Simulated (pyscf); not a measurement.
A first-order saddle from PySCF, ωB97X-D3(BJ)/def2-SVP:

```xyz
9

Sn    -0.9253    -0.2843     0.2712
H     -1.6622    -1.2298     1.7045
H     -0.6539    -1.8224    -0.4464
H     -2.4689     0.4577     0.1255
H      0.2039     0.3279     1.4133
C     -0.0370     0.8574    -1.4591
H      1.0054     0.5297    -1.5626
H     -0.6297     0.6101    -2.3492
H     -0.1036     1.9247    -1.2116
```
Charge 0, spin multiplicity 2.

Surface: doublet, charge 0. Lowest wavenumbers (cm⁻¹): 594i, 159, 170, 170, 465.

Q: What reaction is this the transition state of?

A: SnH₄ + methyl (CH₃•) <-> H₃C–SnH₃ + H atom (H•), a substitution at Sn read from left to right: H–Sn broken and C–Sn formed. At CCSD(T)/def2-TZVPP + ΔMP2(QZVPP) it lies +14.6 kcal/mol from the left side and +7.9 kcal/mol from the right (each side as separated species at their lowest minima found). The same reactants have a lower exit, to SnH₃• + CH₄ (barrier +3.1 kcal/mol at ωB97M-D3(BJ)/def2-TZVP, against +16.7 kcal/mol here). This is the saddle that the search found; another between the same sides may lie lower. The angle at the attacked Sn is 180°. The CCSD(T) − MP2 part came from Ansatz, without density fitting, on the same reference. The frozen core leaves the outer d or s,p core shells of the metals and heavy elements correlated in the MP2 and CC values, and def2-TZVPP describes them poorly, which can shift differences by a few kcal/mol. Elements past Kr carry the def2 core potentials, without spin-orbit coupling.
